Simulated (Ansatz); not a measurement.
# Ba3Nb: from a trial structure to a relaxed crystal

The calculation used Ansatz, DFT PBE, scalar-relativistic, plane waves, PAW. Cutoff 420 eV, Γ-centred k mesh, Gaussian smearing, no spin polarisation in the final step.

Ba3Nb was placed on the TiAl3 (D0_22) structure type (I4/mmm, No. 139), with Nb in place of Ti, Ba in place of Al, at a guessed volume.

```xyz
4
Lattice="-2.4374 2.4374 5.4447 2.4374 -2.4374 5.4447 2.4374 2.4374 -5.4447" Properties=species:S:1:pos:R:3 pbc="T T T"
Ba    0.0000    0.0000    5.4447
Ba    2.4374    0.0000    2.7223
Ba    0.0000    2.4374    2.7223
Nb    0.0000    0.0000    0.0000
```

Cell and atoms relax at zero pressure; the relaxation can't lower the symmetry of the start. After a coarse first stage the cell is made exact in the group found at 0.06 Å.

Energies over the elements count from the elements' standard structures at the same level, with no empirical corrections.

Q: Describe the relaxed structure.

A: It keeps I4/mmm (No. 139). The result has the TiAl3 (D0_22) structure. Conventional cell: a = 5.551 Å, c = 10.319 Å. Ba on Wyckoff site b (1 atom of the primitive cell) is coordinated by 8 Ba at 3.79 Å and 4 Nb at 3.92 Å; around Ba on Wyckoff site d (2 atoms of the primitive cell) lie 4 Nb at 3.79 Å and 8 Ba at 3.79–3.92 Å; Nb is coordinated by 12 Ba at 3.79–3.92 Å.

```
Ba Nb
1.0
    -2.77532    2.77532    5.15931
     2.77532   -2.77532    5.15931
     2.77532    2.77532   -5.15931
Ba Nb
3 1
Direct
  0.50000 0.50000 0.00000
  0.25000 0.75000 0.50000
  0.75000 0.25000 0.50000
  0.00000 0.00000 0.00000
```

Q: What are its volume, energy, density and gap?

A: The volume per atom is 39.74 Å³ and the density is 5.27 g/cm³. The energy over the elements is 0.90 eV/atom and the gap on the 12×12×12 mesh is 0 eV (a metal).

The final run used a 12×12×12 mesh on its 4-atom cell and 0.10 eV smearing. For metals, differences of a few meV/atom aren't resolved. Symmetry constrained the relaxation, so the result can be a saddle point. The steps took roughly 110 core-seconds in all.

Cost: 3 runs of about 1.9 core-minutes in all, on Intel Xeon 6975P-C (Granite Rapids) (shared hosts).